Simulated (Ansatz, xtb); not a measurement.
Relative energy of two isomers of C2H7N

Structure I is `CCN`, a singlet and structure II is `CNC`, a singlet. Both are isolated molecules in the gas phase, relaxed with B3LYP-D3(BJ)/def2-SVP; the shapes shown needn't be the lowest conformers.

I (Å):

```json
{"atom": "C", "x (Å)": "0.0274", "y (Å)": "0.5123", "z (Å)": "-0.2115"}
{"atom": "C", "x (Å)": "-1.4008", "y (Å)": "0.7855", "z (Å)": "0.2690"}
{"atom": "N", "x (Å)": "-2.4671", "y (Å)": "0.3729", "z (Å)": "-0.6366"}
{"atom": "H", "x (Å)": "0.7773", "y (Å)": "0.8503", "z (Å)": "0.5236"}
{"atom": "H", "x (Å)": "0.1873", "y (Å)": "-0.5662", "z (Å)": "-0.3822"}
{"atom": "H", "x (Å)": "0.2309", "y (Å)": "1.0338", "z (Å)": "-1.1625"}
{"atom": "H", "x (Å)": "-1.5206", "y (Å)": "1.8650", "z (Å)": "0.4687"}
{"atom": "H", "x (Å)": "-1.5637", "y (Å)": "0.2844", "z (Å)": "1.2395"}
{"atom": "H", "x (Å)": "-2.3559", "y (Å)": "0.8350", "z (Å)": "-1.5406"}
{"atom": "H", "x (Å)": "-2.3958", "y (Å)": "-0.6280", "z (Å)": "-0.8270"}
```

II (Å):

```xyz
10

C    -0.1039    0.0015   -0.7881
C    -2.0970    1.0009    0.1666
N    -0.6592    1.0743    0.0106
H    -0.3526   -1.0229   -0.4251
H     0.9933    0.0881   -0.8308
H    -0.4788    0.0735   -1.8238
H    -0.2108    1.0951    0.9249
H    -2.4506    1.8151    0.8188
H    -2.5869    1.1306   -0.8141
H    -2.4688    0.0382    0.5886
```

Energies in hartree; the thermal terms are from B3LYP-D3(BJ)/def2-SVP harmonic frequencies (ideal gas, rigid rotor, one conformer each, 298.15 K, 1 atm) and include the zero-point energy:

|  | I | II |
| --- | --- | --- |
| E, CCSD(T)/def2-TZVP | −134.920789 | −134.908695 |
| zero-point energy | 0.092272 | 0.091870 |
| H(298 K) − E | 0.097570 | 0.097203 |
| G(298 K) − E | 0.066839 | 0.066432 |

Q: Work out ΔE, ΔE₀, ΔH and ΔG for I → II in kcal/mol (1 Eh = 627.51 kcal/mol) and the equilibrium ratio [II]/[I].

A: 1. ΔE = −134.908695 − (−134.920789) = +0.012094 Eh = +7.59 kcal/mol.
2. ΔE₀ = ΔE + ΔZPE = +0.012094 + (−0.000402) Eh = +7.34 kcal/mol.
3. ΔH = ΔE + (−0.000367) Eh = +7.36 kcal/mol.
4. ΔG = ΔE + (−0.000407) Eh = +7.33 kcal/mol, so ΔS = (ΔH − ΔG)/T = +0.4 J/(mol K).
5. kT = 0.9442 mEh, so K = [II]/[I] = exp(−ΔG/kT) = exp(−12.38) ≈ 4.2 × 10^−6.

Structure I is favoured at this temperature. An error of 1 kcal/mol in ΔG would change K by a factor of 5.4. GFN2-xTB found them nearly level. Mirror images and further conformers aren't counted.

As drawn, II has 1 C–N, 1 C–H in place of 1 C–C, 1 N–H.

Other levels gave ΔE = +0.4 (GFN2-xTB); +2.6 (HF/STO-3G, GFN2-xTB geometries); +6.8 (r2SCAN-D4/def2-SVP, GFN2-xTB geometries); +6.2 (B3LYP-D3(BJ)/def2-SVP); +7.0 (HF/def2-TZVP); +7.9 (MP2/def2-TZVP) kcal/mol. The correlated steps freeze 3 core orbitals. Programs: Ansatz 0.2.0, xtb 6.7.1.
